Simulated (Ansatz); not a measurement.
Candidates: rock-salt HfC, hexagonal WC, 4H SiC, rock-salt TaC, rock-salt NbC, antifluorite Be₂C. Level: PBE in Ansatz (PAW).

Run without spin polarisation: hexagonal WC, rock-salt TaC, rock-salt NbC.

Spin–orbit coupling is left out, also for the solids with elements from indium on (rock-salt HfC, hexagonal WC, rock-salt TaC); its size isn't shown.

The solid named is at each level's own relaxed cell; a reference phase can be a single point on another level's cell. Ansatz's density-functional and Hartree–Fock values are scalar-relativistic unless marked +SOC, with PAW data made under PBE.

Q: Which of them have a computed enthalpy of formation between -0.76 and -0.39 eV/atom?

A: rock-salt TaC, rock-salt NbC. The values: rock-salt HfC -0.918 eV/atom; hexagonal WC -0.145 eV/atom; 4H SiC -0.204 eV/atom; rock-salt TaC -0.596 eV/atom; rock-salt NbC -0.544 eV/atom; antifluorite Be₂C -0.233 eV/atom.

Ansatz is a quantum-chemistry and plane-wave program.
